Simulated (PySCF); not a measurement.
**Argon: a sound run and one with changed settings**

Sound run: Ar [Ar], Ar⁺ [Ne] 3s2 3p5. Calculation: PySCF 2.14, in def2-TZVP (5s5p2d1f, 37 functions); no relativity, point nucleus. In the sound run the correlated levels freeze [Ne]. The sound run starts from symmetry-adapted Hartree-Fock orbitals and uses a fine grid where one is needed.

Changed run: scalar relativity by spin-free X2C-1e. This setting is unsound on purpose.

| species | method | sound run (hartree) | changed run (hartree) | converged |
| --- | --- | --- | --- | --- |
| Ar | UHF | -526.80276 | -528.39730 | yes |
| Ar | LDA | -525.92340 | -527.52399 | yes |
| Ar | MN15 | -527.45750 | -529.07473 | yes |
| Ar | MP2 | -527.00599 | -528.60060 | yes |
| Ar | CCSD(T) | -527.03182 | -528.62633 | yes |
| Ar⁺ | UHF | -526.26721 | -527.86222 | yes |
| Ar⁺ | LDA | -525.33597 | -526.93704 | yes |
| Ar⁺ | MN15 | -526.87680 | -528.49469 | yes |
| Ar⁺ | MP2 | -526.42970 | -528.02469 | yes |
| Ar⁺ | CCSD(T) | -526.46080 | -528.05565 | yes |

Ionisation energy of Ar:

| method | sound run (eV) | changed run (eV) |
| --- | --- | --- |
| UHF | 14.573 | 14.560 |
| LDA | 15.985 | 15.972 |
| MN15 | 15.802 | 15.783 |
| MP2 | 15.682 | 15.671 |
| SCS-MP2 | 15.578 | 15.567 |
| CCSD | 15.498 | 15.488 |
| CCSD(T) | 15.538 | 15.529 |

Most of the change in total energy is the relativistic energy itself. On top of that the contraction fixes the core shape for the Hamiltonian it was made with, so the changed run is not a good calculation with the other Hamiltonian either.

For comparison, NIST gives 15.760 eV between the lowest levels.
